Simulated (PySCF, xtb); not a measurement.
## Relative energy of two isomers of CH3NaSi

We compare I, `C=[SiH][Na]`, a singlet, with II, `C[Si][Na]`, a triplet. Both are isolated molecules in the gas phase, relaxed with B3LYP-D4/def2-SVP.

I (Å):

| atom | x (Å) | y (Å) | z (Å) |
| --- | --- | --- | --- |
| C | -0.2982 | 0.7675 | 0.4862 |
| Na | 1.6720 | -1.6043 | -1.9059 |
| Si | -0.4427 | -0.6917 | -0.4552 |
| H | -1.8401 | -1.2545 | -0.2994 |
| H | 0.6340 | 1.3451 | 0.5199 |
| H | -1.1078 | 1.1945 | 1.0919 |

II (Å):

```json
{"atom": "C", "x (Å)": "-2.4763", "y (Å)": "-0.1847", "z (Å)": "-1.4769"}
{"atom": "Na", "x (Å)": "0.8959", "y (Å)": "-0.3275", "z (Å)": "1.0725"}
{"atom": "Si", "x (Å)": "-0.5681", "y (Å)": "-0.0288", "z (Å)": "-1.2019"}
{"atom": "H", "x (Å)": "-3.0438", "y (Å)": "0.5482", "z (Å)": "-0.8769"}
{"atom": "H", "x (Å)": "-2.7176", "y (Å)": "0.0035", "z (Å)": "-2.5389"}
{"atom": "H", "x (Å)": "-2.8508", "y (Å)": "-1.1934", "z (Å)": "-1.2293"}
```

Question: Estimate E(II) − E(I) at the level CCSD(T)/def2-TZVP.

Answer: Calculated at CCSD(T)/def2-TZVP: E(II) − E(I) = +10.6 kcal/mol, so structure I lies lower.

Level by level:

| level | geometry | E(II) − E(I) (kcal/mol) | departure from the last row (kcal/mol) | job, with rough time for the two |
| --- | --- | --- | --- | --- |
| HF/STO-3G | GFN2-xTB | −3.4 | −14.0 | single point, 0.9 s |
| r2SCAN-D4/def2-SVP | GFN2-xTB | +6.3 | −4.3 | single point, 33 s |
| B3LYP-D4/def2-SVP | B3LYP-D4/def2-SVP | +9.0 | −1.6 | optimisation, 37 s |
| HF/def2-TZVP | B3LYP-D4/def2-SVP | −7.9 | −18.5 | part of the CCSD(T) run |
| MP2/def2-TZVP | B3LYP-D4/def2-SVP | +10.8 | +0.2 | part of the CCSD(T) run |
| CCSD(T)/def2-TZVP | B3LYP-D4/def2-SVP | +10.6 |  | single point, 2.7 min |

As drawn, II has 1 C–Si, 1 C–H in place of 1 C=Si, 1 Si–H.

HF/STO-3G, HF/def2-TZVP put the two in the other order. The largest departure from CCSD(T)/def2-TZVP is that of HF/def2-TZVP, 18.5 kcal/mol. The triplet state of II needn't be its ground state.

With thermal terms from frequencies at re-optimised GFN2-xTB minima (ideal gas, soft modes damped towards free rotors, one conformer each, 298.15 K, 1 atm): on the last row, ΔE + ΔZPE = +13.9, ΔH = +13.9, ΔG = +13.6 kcal/mol.

Open shells are spin-unrestricted. The correlated steps freeze 7 core orbitals; the last core shell of Na is correlated, in a basis made for valence electrons. ΔG holds the spin degeneracy. Programs: PySCF 2.14.0, xtb 6.7.1; the last row on 2 threads of INTEL(R) XEON(R) PLATINUM 8581C CPU @ 2.30GHz (Emerald Rapids) on a shared host.
